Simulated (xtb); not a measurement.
Calculation: GFN2-xTB (xtb).

```
xtb start.xyz --ohess tight --gfn 2 --chrg 0 --uhf 0 --iterations 400

# start.xyz
4

F     -0.960794    -1.516103    -0.035648
Al     0.000981     0.006639     0.107945
F      1.803974    -0.078333    -0.036029
F     -0.844162     1.587797    -0.036267
```

Output:

```
[...]
          :  restarted?                      false          :
          :  GBSA solvation                  false          :
          :  PC potential                    false          :
          :  electronic temp.          300.0000000     K    :
          :  accuracy                    1.0000000          :
          :  -> integral cutoff          0.2500000E+02      :
          :  -> integral neglect         0.1000000E-07      :
          :  -> SCF convergence          0.1000000E-05 Eh   :
          :  -> wf. convergence          0.1000000E-03 e    :
          :  Broyden damping             0.4000000          :
          :  net charge                          0          :
          :  unpaired electrons                  0          :
          ...................................................

 iter      E             dE          RMSdq      gap      omega  full diag
   1    -15.5479120 -0.155479E+02  0.155E-05    5.53       0.0  T
   2    -15.5479120 -0.319744E-13  0.893E-06    5.53    5600.7  T
   3    -15.5479120 -0.888178E-14  0.541E-06    5.53    9245.9  T

   *** convergence criteria satisfied after 3 iterations ***

         #    Occupation            Energy/Eh            Energy/eV
      -------------------------------------------------------------
         1        2.0000           -0.8624388             -23.4682
       ...           ...                  ...                  ...
         6        2.0000           -0.5548282             -15.0976
         7        2.0000           -0.5502695             -14.9736
         8        2.0000           -0.5502608             -14.9734
         9        2.0000           -0.5442141             -14.8088
        10        2.0000           -0.5387668             -14.6606
        11        2.0000           -0.5387606             -14.6604
        12        2.0000           -0.5342840             -14.5386 (HOMO)
        13                         -0.3310122              -9.0073 (LUMO)
        14                         -0.1693507              -4.6083
        15                         -0.0646052              -1.7580
        16                         -0.0645840              -1.7574
        17                         -0.0598679              -1.6291
       ...                                ...                  ...
        21                          0.9719364              26.4477
      -------------------------------------------------------------
                  HL-Gap            0.2032718 Eh            5.5313 eV
             Fermi-level           -0.4326481 Eh          -11.7730 eV


         :::::::::::::::::::::::::::::::::::::::::::::::::::::
         ::                     SUMMARY                     ::
         :::::::::::::::::::::::::::::::::::::::::::::::::::::
         :: total energy             -15.502081790554 Eh    ::
         :: gradient norm              0.000123790649 Eh/a0 ::
         :: HOMO-LUMO gap              5.531306116531 eV    ::
         ::.................................................::
         :: SCC energy               -15.547911884368 Eh    ::
         :: -> isotropic ES            0.080654432127 Eh    ::
         :: -> anisotropic ES          0.002712182070 Eh    ::
         :: -> anisotropic XC         -0.005085979776 Eh    ::
         :: -> dispersion             -0.001232560378 Eh    ::
         :: repulsion energy           0.045830093814 Eh    ::
         :: add. restraining           0.000000000000 Eh    ::
         :: total charge               0.000000000000 e     ::
         :::::::::::::::::::::::::::::::::::::::::::::::::::::

           -------------------------------------------------
          |                Numerical Hessian                |
           -------------------------------------------------
step length          :   0.00500
SCC accuracy         :   0.30000
Hessian scale factor :   1.00000
frozen atoms in %    :   0.00000    0
RMS gradient         :   0.00012
estimated CPU  time      0.00 min
estimated wall time      0.00 min

writing file <hessian>.

 projected vibrational frequencies (cm⁻¹)
eigval :       -0.00     0.00     0.00     0.00     0.00     0.00
eigval :      196.29   196.31   297.86   633.35   893.89   893.96
           -------------------------------------------------
          |                Property Printout                |
           -------------------------------------------------

    * Orbital Energies and Occupations

         #    Occupation            Energy/Eh            Energy/eV
      -------------------------------------------------------------
         1        2.0000           -0.8624388             -23.4682
         2        2.0000           -0.8405491             -22.8725
         3        2.0000           -0.8405451             -22.8724
         4        2.0000           -0.5839458             -15.8900
         5        2.0000           -0.5548309             -15.0977
         6        2.0000           -0.5548282             -15.0976
         7        2.0000           -0.5502695             -14.9736
         8        2.0000           -0.5502608             -14.9734
         9        2.0000           -0.5442141             -14.8088
        10        2.0000           -0.5387668             -14.6606
        11        2.0000           -0.5387606             -14.6604
        12        2.0000           -0.5342840             -14.5386 (HOMO)
        13                         -0.3310122              -9.0073 (LUMO)
        14                         -0.1693507              -4.6083
        15                         -0.0646052              -1.7580
        16                         -0.0645840              -1.7574
        17                         -0.0598679              -1.6291
        18                         -0.0598230              -1.6279
        19                          0.3742123              10.1828
        20                          0.9717921              26.4438
        21                          0.9719364              26.4477
      -------------------------------------------------------------
                  HL-Gap            0.2032718 Eh            5.5313 eV
             Fermi-level           -0.4326481 Eh          -11.7730 eV

     #   Z          covCN         q      C6AA      α(0)
     1   9 F        0.672    -0.207    11.323     3.972
     2  13 Al       2.016     0.620   159.993    30.350
     3   9 F        0.672    -0.207    11.323     3.972
     4   9 F        0.672    -0.207    11.323     3.972
Molecule has the following symmetry elements: (C3) 3*(C2) (S3) 4*(sigma)
It seems to be the D3h point group

 Mol. C6AA /au·bohr⁶  :        467.713181
 Mol. C8AA /au·bohr⁸  :      25412.364415
 Mol. α(0) /au        :         42.266636

Wiberg/Mayer (AO) data.
largest (>0.10) Wiberg bond orders for each atom

 ---------------------------------------------------------------------------
     #   Z sym  total        # sym  WBO       # sym  WBO       # sym  WBO
 ---------------------------------------------------------------------------
     1   9 F    1.370 --     2 Al   1.278
     2  13 Al   3.833 --     4 F    1.278     3 F    1.278     1 F    1.278
     3   9 F    1.370 --     2 Al   1.278
     4   9 F    1.370 --     2 Al   1.278
 ---------------------------------------------------------------------------

Topologies differ in total number of bonds
Writing topology from bond orders to xtbtopo.mol

molecular dipole:
                 x           y           z       tot (Debye)
 q only:        0.000       0.000       0.000
   full:        0.000       0.000       0.000       0.001
molecular quadrupole (traceless):
                xx          xy          yy          xz          yz          zz
 q only:       -1.473       0.000      -1.473       0.000       0.001       2.947
  q+dip:       -1.644       0.000      -1.643       0.000       0.001       3.287
   full:       -3.531       0.000      -3.530       0.000       0.002       7.062

           -------------------------------------------------
          |                Geometry Summary                 |
           -------------------------------------------------

      molecular mass/u    :       83.9767480
   center of mass at/Å    :        0.0000027       0.0000039       0.0000054
  moments of inertia/u·Å² :        0.7585261E+02   0.7586464E+02   0.1517172E+03
rotational constants/cm⁻¹ :        0.2222420E+00   0.2222067E+00   0.1111122E+00

 * 3 selected distances

     #   Z          #   Z                                           value/Å
     1   9 F        2  13 Al                                      1.6315492
     2  13 Al       3   9 F                                       1.6315524 (max)
     2  13 Al       4   9 F                                       1.6315249 (min)

 * 1 distinct bonds (by element types)

   Z      Z             #   av. dist./Å        max./Å        min./Å
   9 F   13 Al          3     1.6315421     1.6315524     1.6315249

           -------------------------------------------------
          |               Frequency Printout                |
           -------------------------------------------------
 projected vibrational frequencies (cm⁻¹)
eigval :       -0.00     0.00     0.00     0.00     0.00     0.00
eigval :      196.29   196.31   297.86   633.35   893.89   893.96
 reduced masses (amu)
   1: 20.09   2: 19.69   3: 20.74   4: 21.33   5: 19.68   6: 20.16   7: 20.25   8: 20.25
   9: 24.42  10: 19.00  11: 23.17  12: 23.17
 IR intensities (km·mol⁻¹)
   1:  0.00   2:  0.00   3:  0.00   4:  0.00   5:  0.00   6:  0.00   7: 35.61   8: 35.62
   9: 90.59  10:  0.00  11:153.87  12:153.86
 Raman intensities (Ä⁴*amu⁻¹)
   1:  0.00   2:  0.00   3:  0.00   4:  0.00   5:  0.00   6:  0.00   7:  0.00   8:  0.00
   9:  0.00  10:  0.00  11:  0.00  12:  0.00
 output can be read by thermo (or use thermo option).
 writing <g98.out> molden fake output.
 recommended (thermochemical) frequency scaling factor: 1.0
           -------------------------------------------------
          |             Thermodynamic Functions             |
           -------------------------------------------------

d3h symmetry found (for desy threshold:  0.10E+00) used in thermo

          ...................................................
          :                      SETUP                      :
          :.................................................:
          :  # frequencies                           6      :
          :  # imaginary freq.                       0      :
          :  linear?                             false      :
          :  only rotor calc.                    false      :
          :  symmetry                              d3h      :
          :  rotational number                       6      :
          :  scaling factor                  1.0000000      :
          :  rotor cutoff                   50.0000000 cm⁻¹ :
          :  imag. cutoff                  -20.0000000 cm⁻¹ :
          :.................................................:

    mode    ω/cm⁻¹     T·S(HO)/kcal·mol⁻¹    T·S(FR)/kcal·mol⁻¹   T·S(vib)
   ------------------------------------------------------------------------
       1    196.29    -0.64626 ( 99.58%)    -0.65117 (  0.42%)    -0.64629
       2    196.31    -0.64621 ( 99.58%)    -0.65114 (  0.42%)    -0.64623
       3    297.86    -0.42602 ( 99.92%)    -0.52771 (  0.08%)    -0.42610
   ------------------------------------------------------------------------

   temp. (K)  partition function   enthalpy   heat capacity  entropy
                                   cal/mol     cal/K/mol   cal/K/mol   J/K/mol
 298.15  VIB   3.77                 1135.156      7.339      6.446
         ROT  0.119E+05              888.752      2.981     21.629
         INT  0.449E+05             2023.909     10.320     28.076
         TR   0.745E+27             1481.254      4.968     39.180
         TOT                        3505.1625    15.2881    67.2553   281.3962

       T/K    H(0)-H(T)+PV         H(T)/Eh          T*S/Eh         G(T)/Eh
   ------------------------------------------------------------------------
    298.15    0.558583E-02    0.126747E-01    0.319552E-01   -0.192805E-01
   ------------------------------------------------------------------------

         :::::::::::::::::::::::::::::::::::::::::::::::::::::
         ::                  THERMODYNAMIC                  ::
         :::::::::::::::::::::::::::::::::::::::::::::::::::::
         :: total free energy         -15.521362249437 Eh   ::
         ::.................................................::
         :: total energy              -15.502081790554 Eh   ::
         :: zero point energy           0.007088879215 Eh   ::
         :: G(RRHO) w/o ZPVE           -0.026369338098 Eh   ::
         :: G(RRHO) contrib.           -0.019280458883 Eh   ::
         :::::::::::::::::::::::::::::::::::::::::::::::::::::

optimized geometry written to: xtbopt.xyz

           -------------------------------------------------
          | TOTAL ENERGY              -15.502081790554 Eh   |
          | TOTAL ENTHALPY            -15.489407079412 Eh   |
          | TOTAL FREE ENERGY         -15.521362249437 Eh   |
          | GRADIENT NORM               0.000123785986 Eh/α |
          | HOMO-LUMO GAP               5.531306239096 eV   |
           -------------------------------------------------

------------------------------------------------------------------------
```

Cost: about 0.11 core-seconds (a rough figure).
